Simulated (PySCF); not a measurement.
**Running PySCF for SiH⁺**

File input.py (PySCF 2.14):

```python
from pyscf import gto, scf, cc

mol = gto.M(
    atom='Si 0 0 0; H 0 0 1.535',
    basis='cc-pvtz-dk',
    charge=1,
    spin=0,
    verbose=4,
)
mf = scf.UHF(mol)
mf = mf.sfx2c1e()
mf = mf.density_fit(auxbasis='def2-universal-jkfit')
mf.kernel()
mycc = cc.CCSD(mf, frozen=6)
mycc.kernel()
mycc.ccsd_t()
mf.dip_moment()
print('orbital energies (hartree):', [e[max(0, n-3):n+3].round(4) for e, n in zip(mf.mo_energy, mol.nelec)])
```

```bash
$ python input.py
```

Output (some set-up lines and the per-cycle HOMO/LUMO lines with their warnings removed):

```
PySCF version 2.14.0

[INPUT] verbose = 4
[INPUT] num. atoms = 2
[INPUT] num. electrons = 14
[INPUT] charge = 1
[INPUT] spin (= nelec alpha-beta = 2S) = 0
[INPUT] symmetry False subgroup None
[INPUT] Mole.unit = angstrom
[INPUT] Symbol           X                Y                Z      unit          X                Y                Z       unit  Magmom
[INPUT]  1 Si     0.000000000000   0.000000000000   0.000000000000 AA    0.000000000000   0.000000000000   0.000000000000 Bohr   0.0
[INPUT]  2 H      0.000000000000   0.000000000000   1.535000000000 AA    0.000000000000   0.000000000000   2.900729601207 Bohr   0.0

nuclear repulsion = 4.82637195627362
number of shells = 15
number of NR pGTOs = 75
number of NR cGTOs = 48
basis = cc-pvtz-dk
ecp = {}

******** <class 'pyscf.df.df_jk.DFsfX2C1eUHF'> ********
method = DFsfX2C1eUHF
initial guess = minao
damping factor = 0
level_shift factor = 0
DIIS = <class 'pyscf.scf.diis.CDIIS'>
diis_start_cycle = 1
diis_space = 8
diis_damp = 0
SCF conv_tol = 1e-09
SCF conv_tol_grad = None
SCF max_cycles = 50
direct_scf = False
number electrons alpha = 7  beta = 7

******** <class 'pyscf.x2c.sfx2c1e.SpinFreeX2CHelper'> ********
approx = 1e
xuncontract = 1
Set gradient conv threshold to 3.16228e-05
******** <class 'pyscf.df.df.DF'> ********
auxbasis = def2-universal-jkfit
init E= -289.74145237773
cycle= 1 E= -289.731816138585  delta_E= 0.00964  |g|= 0.174  |ddm|= 0.661
cycle= 2 E= -289.765244543683  delta_E= -0.0334  |g|= 0.041  |ddm|= 0.372
cycle= 3 E= -289.76638370745  delta_E= -0.00114  |g|= 0.00916  |ddm|= 0.0671
cycle= 4 E= -289.766472956701  delta_E= -8.92e-05  |g|= 0.00184  |ddm|= 0.0183
cycle= 5 E= -289.766477734693  delta_E= -4.78e-06  |g|= 0.000234  |ddm|= 0.00448
cycle= 6 E= -289.766477820205  delta_E= -8.55e-08  |g|= 2.8e-05  |ddm|= 0.000779
cycle= 7 E= -289.766477821625  delta_E= -1.42e-09  |g|= 9.5e-06  |ddm|= 9.09e-05
cycle= 8 E= -289.766477821853  delta_E= -2.28e-10  |g|= 5.5e-06  |ddm|= 2.38e-05
Extra cycle  E= -289.766477821915  delta_E= -6.22e-11  |g|= 4.15e-06  |ddm|= 7.95e-06
converged SCF energy = -289.766477821915  <S^2> = 1.0092132e-09  2S+1 = 1

******** <class 'pyscf.cc.dfuccsd.UCCSD'> ********
CC2 = 0
CCSD nocc = (np.int64(1), np.int64(1)), nmo = (42, 42)
frozen orbitals 6
max_cycle = 50
direct = 0
conv_tol = 1e-07
conv_tol_normt = 1e-06
diis_space = 6
diis_start_cycle = 0
diis_start_energy_diff = 1e+09
Init t2, MP2 energy = -0.0223734416116205
Init E_corr(UCCSD) = -0.0223734416290301
cycle = 1  E_corr(UCCSD) = -0.0264547515278292  dE = -0.0040813099  norm(t1,t2) = 0.036907
cycle = 2  E_corr(UCCSD) = -0.028027969276659  dE = -0.00157321775  norm(t1,t2) = 0.0174598
cycle = 3  E_corr(UCCSD) = -0.029363084396254  dE = -0.00133511512  norm(t1,t2) = 0.0092581
cycle = 4  E_corr(UCCSD) = -0.0293704527925986  dE = -7.36839634e-06  norm(t1,t2) = 0.00204177
cycle = 5  E_corr(UCCSD) = -0.0293697791307847  dE = 6.73661814e-07  norm(t1,t2) = 0.000403612
cycle = 6  E_corr(UCCSD) = -0.0293710370319386  dE = -1.25790115e-06  norm(t1,t2) = 7.77802e-05
cycle = 7  E_corr(UCCSD) = -0.0293705021560923  dE = 5.34875846e-07  norm(t1,t2) = 1.63803e-05
cycle = 8  E_corr(UCCSD) = -0.0293706559856564  dE = -1.53829564e-07  norm(t1,t2) = 2.97255e-06
cycle = 9  E_corr(UCCSD) = -0.0293706640744911  dE = -8.08883464e-09  norm(t1,t2) = 6.15272e-07
UCCSD converged
E(UCCSD) = -289.7958484859895  E_corr = -0.02937066407449106
UCCSD(T) correction = 0
Dipole moment(X, Y, Z, Debye):  0.00000,  0.00000,  0.76009
orbital energies (hartree): [array([-4.5989, -0.9188, -0.6612, -0.255 , -0.255 , -0.0703]), array([-4.5989, -0.9188, -0.6612, -0.255 , -0.255 , -0.0703])]
```

In short: E(SCF) = -289.766478 Eh, 8 cycles, E(CCSD) − E(SCF) = -0.02937 Eh.

Wall time 4.4 s on one thread of a shared host.

The bond length is a typed value, not an optimised one. The dipole of an ion depends on the origin. No search for the lowest solution was made.
